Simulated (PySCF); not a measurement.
# A diatomic session: Cl₂

An exercise on one series of results from a longer session: the logs are not shown, and one member is left open.

Program: PySCF 2.14.0. Level of theory: Cl cc-pV(D+d)Z, no relativity. These are calculated values, not measurements.

The first run:

A driver script around PySCF takes these settings:

```json
{
  "atoms": "Cl, Cl",
  "charge": "0",
  "basis": "Cl cc-pV(D+d)Z",
  "Hamiltonian": "no relativity",
  "basis functions": "46",
  "electrons treated": "34",
  "masses in u": "34.9689, 34.9689",
  "levels": "PBE0, PBE, r²SCAN, TPSSh, revPBE, B3LYP, ωB97X, HF, MP2, SCS-MP2, CCSD, CCSD(T)",
  "grid": "80 radial by 434 angular points",
  "occupations": "held fixed by the projection of orbital angular momentum",
  "dissociation limit": "Cl + Cl, each in its ground configuration",
  "starting distance in angstrom": "1.940",
  "values of 2S to try": "0, 2"
}
```

Started as:

```sh
$ OMP_NUM_THREADS=1 python dia.py task.json out
```

Among the steps run: Set-up; PBE0 along the bond; Other states along the same grid; PBE (GGA); r²SCAN (meta-GGA); TPSSh; revPBE; B3LYP (global hybrid GGA); ωB97X (range-separated hybrid); RHF (mean field); MP2 and coupled cluster.

One table of the session follows, with a row left open; its other results are not shown here.

It belongs to the step «The curves together». Energy (eV) from each level's lowest point:

```
R (Å)    RHF  RHF-MP2  RHF-SCS-MP2  RHF-CCSD  RHF-CCSD(T)
1.720  1.316    1.396        1.458       n/a          n/a
1.800  0.567    0.633        0.677     0.688        0.715
1.880  0.167    0.211        0.237     0.244        0.264
1.940  0.031    0.055        0.068     0.072        0.086
2.000  0.000    0.000        0.000     0.000        0.006
2.060  0.048    0.020        0.007     0.003        0.000
2.140  0.201    0.130        0.101     0.090        0.072
2.240      ?        ?            ?         ?            ?
2.360  0.914    0.691        0.617     0.582        0.507
2.520  1.538    1.173        1.066       n/a          n/a
```

Estimate the missing values for R (Å) = 2.240.

Worked estimate for «RHF». A straight line through the neighbours (2.140, 0.201) and (2.360, 0.914) gives 0.201 + (0.914 − 0.201) × (2.240 − 2.140) / (2.360 − 2.140) = 0.525; a parabola fitted to 4 rows on both sides gives 0.501.

The run gave: RHF: 0.488; RHF-MP2: 0.354; RHF-SCS-MP2: 0.305; RHF-CCSD: 0.284; RHF-CCSD(T): 0.244. In «RHF» the line misses by +0.037 and the parabola by +0.013.

State 2 has its PBE0 minimum 1.80 eV higher. The other levels ran on the lowest alone.
